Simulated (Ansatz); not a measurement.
Consider the interaction energy of a dimer with the counterpoise correction of CH4S2, SMILES CSS (Ansatz 0.2.0, Python API).

The script, `run_dimer.py`:
```python
import ansatz

FIRST = [
    ('C', (-0.7268, 0.5113, -0.2179)),
    ('S', (0.4188, 0.3605, 1.1121)),
    ('S', (1.867, -0.7332, 0.1878)),
    ('H', (-1.0659, -0.4083, -0.5668)),
    ('H', (-0.3265, 1.0876, -1.0875)),
    ('H', (-1.6284, 1.1513, 0.1332)),
    ('H', (1.4615, -1.9693, 0.4389)),
]
SECOND = [
    ('C', (4.7392, 1.5607, 1.8578)),
    ('S', (4.3837, 2.4983, 3.3064)),
    ('S', (2.3582, 2.6264, 3.137)),
    ('H', (4.4288, 2.032, 0.9838)),
    ('H', (4.3011, 0.5329, 1.8737)),
    ('H', (5.8812, 1.3624, 1.8091)),
    ('H', (2.225, 3.7357, 2.4248)),
]

def energy(atoms, ghosts=()):
    molecule = ansatz.Crystal.molecule()
    for symbol, xyz in atoms:
        molecule = molecule.atom(symbol, xyz)
    calc = (
        molecule.calculation()
        .basis(gaussian='cc-pVDZ')
        .functional('pbe')
    )
    deck = calc.input()
    if ghosts:
        deck = deck.set(ansatz.key.basis.gaussian.ghost_atoms, [{'symbol': s, 'position_ang': list(xyz)} for s, xyz in ghosts])
    return ansatz.Session.from_dict(deck).plan().execute().report['free_energy_ev']

both = energy(FIRST + SECOND)
alone = energy(FIRST) + energy(SECOND)
ghosted = energy(FIRST, SECOND) + energy(SECOND, FIRST)
print(f'dimer {both:.6f} eV')
print(f'interaction, uncorrected   {(both - alone):8.3f} eV')
print(f'interaction, counterpoise  {(both - ghosted):8.3f} eV')
print(f'basis-set superposition    {(alone - ghosted):8.3f} eV')
```

How large is the interaction at this pose, and how much of it is basis-set superposition?

Uncorrected it is -0.001 eV, with the counterpoise correction 0.033 eV; the difference, 0.03 eV, is the superposition error. The sign changes with the correction, so this basis doesn't settle it.

The run itself:

Output of `python run_dimer.py`:
```text
dimer -45523.908653 eV
interaction, uncorrected     -0.001 eV
interaction, counterpoise     0.033 eV
basis-set superposition       0.034 eV
```

Total energies depend on the basis set; only differences at equal settings carry meaning. The dimer is a generated trial pose of unrelaxed monomers, not a minimum, so the figure is no binding energy, and the basis set is small. This level lacks the dispersion part of the attraction (electrostatics and induction are there), which can decide the sign where the interaction is weak. The whole script took 15 s on 1 thread of Arm Neoverse V2 (shared host), peak memory 0.28 GiB.
